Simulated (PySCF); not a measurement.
A structure optimised at PBE-D3(BJ)/def2-TZVP, used in a PySCF frequency run:

```
C
C 1 1.3082
H 2 1.0871 1 138.84
H 1 1.0956 2 122.33 3 180.00
H 1 1.1015 4 115.66 2 180.00
```
Charge 0, spin multiplicity 2.

Q: Write its SMILES, formula and point group.

A: [CH]=C, C2H3, Cs

Q: What are its rotational constants (standard atomic weights)?

A: 234.82, 32.380, 28.456 GHz
